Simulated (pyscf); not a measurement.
**Elimination: HO–SiH(OH)–OH -> water (H₂O) + O=SiH–OH**

Gas phase, singlet surface, charge 0. Bonds broken: O1–Si2, O3–H7. Bonds formed: O1–H7. Structures and frequencies: ωB97X-D3(BJ)/def2-SVP in PySCF. MP2 and CC: frozen core, UHF for open shells. ΔMP2 is the change of the MP2 total energy from the triple- to the quadruple-zeta basis.

Transition state (Å):

```xyz
8

O      0.2367    -0.5385     0.4198
Si    -0.4299     0.4230    -1.0807
O      0.4586    -0.5743    -1.9146
O     -2.0751     0.2887    -1.0277
H     -0.3815    -1.1211     0.8851
H     -0.1222     1.8294    -0.7811
H      0.6358    -1.0068    -0.4830
H     -2.4360    -0.4645    -1.5105
```

One imaginary mode, 746i cm⁻¹; descent along it reached the two sides named, in the forms told below.

| bond | change | reactant side (Å) | saddle | product side |
|---|---|---|---|---|
| O1–Si2 | breaks | 1.663 | 1.903 | 1.998 |
| O3–H7 | breaks | 0.962 | 1.506 | 2.325 |
| O1–H7 | forms | 2.569 | 1.093 | 0.978 |

Electronic energies relative to the reactant's lowest minimum found (kcal/mol):

```csv
level,barrier,reaction energy,reverse barrier
ωB97X-D3(BJ)/def2-TZVP,51.5,+69.5,-18.0
PBE/def2-TZVP,44.2,+61.4,-17.2
r²SCAN/def2-TZVP,48.8,+68.0,-19.2
B3LYP-D3(BJ)/def2-TZVP,49.9,+65.8,-15.8
PBE0-D3(BJ)/def2-TZVP,49.4,+68.8,-19.4
M06-2X/def2-TZVP,52.5,+72.7,-20.2
ωB97M-D3(BJ)/def2-TZVP,50.4,+67.8,-17.4
HF/def2-TZVP,64.5,+74.3,-9.8
MP2/def2-QZVPP,50.4,+66.4,-16.0
CCSD/def2-TZVPP,54.3,+68.8,-14.5
CCSD(T)/def2-TZVPP,51.8,+67.1,-15.3
CCSD(T)/def2-TZVPP + ΔMP2(QZVPP),52.0,+67.3,-15.3
```

With CCSD(T)/def2-TZVPP + ΔMP2(QZVPP) energies and thermal terms (ideal gas, 1 atm, RRHO with modes under 100 cm⁻¹ raised to 100, one conformer, R ln 2 for rigid chiral ones), in kcal/mol:

| T (K) | ΔH‡ | ΔG‡ | ΔH | ΔG |
|---|---|---|---|---|
| 298 | 50.1 | 51.3 | +65.8 | +56.1 |
| 600 | 49.2 | 52.9 | +65.0 | +46.6 |
| 900 | 48.5 | 54.9 | +63.8 | +37.6 |
| 1200 | 48.0 | 57.2 | +62.6 | +29.1 |

On the product side the descent ends in an adduct with a O–Si contact, 21.0 kcal/mol under the separated species and 3.0 kcal/mol under the saddle at ωB97X-D3(BJ)/def2-TZVP. At ωB97X-D3(BJ), PBE, r²SCAN, B3LYP-D3(BJ), PBE0-D3(BJ), M06-2X, ωB97M-D3(BJ), HF, MP2, CCSD, CCSD(T), CCSD(T) the saddle lies under the separated products, which points to a path from their complex (located at ωB97X-D3(BJ) alone), and parting the products costs more than the saddle. What is counted as broken (O–Si) persists as a longer contact in the product adduct; parting that adduct is a step of its own. This is the saddle that the search found; another between the same sides may lie lower. The CCSD(T) − MP2 part came from Ansatz, without density fitting, on the same reference.
